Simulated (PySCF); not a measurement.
# State search for LiC

Unrestricted PBE0; basis Li def2-TZVP, C def2-TZVP; no relativity; PySCF 2.14. Outer shells of the fragments: Li 2s1; C 2s2 2p2.

Followed along the bond (rough minima from three points):

| 2Ms+1 | unpaired | ⟨S²⟩ at the start | R at minimum (Å) | Te (eV) |
| --- | --- | --- | --- | --- |
| 4 | σ ↑, π ↑↑ | 3.75 | 1.88 | 0.00 |
| 2 | σ ↑, π ↑↓ | 1.76 | 1.88 | 0.72 |
| 2 | σ ↓, π ↑↑ | 1.76 | 1.90 | 0.77 |
| 2 | π ↑ | 0.76 | none in the scan | ≤ 1.54 |

Solutions found at the starting distance of 1.995 Å, counted from the lowest of them; the search is not exhaustive and high or unbound solutions are not listed, so other states can lie among these:

```json
{"2Ms+1": "4", "unpaired": "σ ↑, π ↑↑", "term": "⁴Σ⁻", "E (eV)": "0.00", "⟨S²⟩": "3.75", "⟨Lz²⟩": "0.00", "μ (D)": "-6.65"}
{"2Ms+1": "2", "unpaired": "σ ↑, π ↑↓", "term": "mixed", "E (eV)": "0.72", "⟨S²⟩": "1.76", "⟨Lz²⟩": "2.01", "μ (D)": "-6.59"}
{"2Ms+1": "2", "unpaired": "σ ↓, π ↑↑", "term": "mixed", "E (eV)": "0.76", "⟨S²⟩": "1.76", "⟨Lz²⟩": "0.00", "μ (D)": "-6.73"}
{"2Ms+1": "2", "unpaired": "π ↑", "term": "²Π", "E (eV)": "1.50", "⟨S²⟩": "0.76", "⟨Lz²⟩": "1.00", "μ (D)": "-6.32"}
{"2Ms+1": "2", "unpaired": "σ ↑", "term": "mixed", "E (eV)": "1.89", "⟨S²⟩": "0.76", "⟨Lz²⟩": "2.00", "μ (D)": "-6.07"}
{"2Ms+1": "2", "unpaired": "π ↑", "term": "²Π", "E (eV)": "2.46", "⟨S²⟩": "0.76", "⟨Lz²⟩": "1.02", "μ (D)": "-5.83"}
{"2Ms+1": "4", "unpaired": "σ ↑↑, π ↑", "term": "⁴Π", "E (eV)": "3.01", "⟨S²⟩": "3.75", "⟨Lz²⟩": "1.00", "μ (D)": "4.00"}
{"2Ms+1": "2", "unpaired": "σ ↑↑, π ↓", "term": "mixed", "E (eV)": "3.46", "⟨S²⟩": "1.76", "⟨Lz²⟩": "1.00", "μ (D)": "4.06"}
{"2Ms+1": "4", "unpaired": "σ ↑, π ↑↑", "term": "mixed", "E (eV)": "4.59", "⟨S²⟩": "3.75", "⟨Lz²⟩": "2.00", "μ (D)": "1.55"}
{"2Ms+1": "4", "unpaired": "σ ↑↑, π ↑", "term": "⁴Π", "E (eV)": "7.24", "⟨S²⟩": "3.95", "⟨Lz²⟩": "1.00", "μ (D)": "-5.04"}
```

A term symbol is given only where ⟨S²⟩ and ⟨Lz²⟩ are close to those of a pure state; real π, δ and φ orbitals otherwise mix terms. A positive dipole means Li(−)C(+).
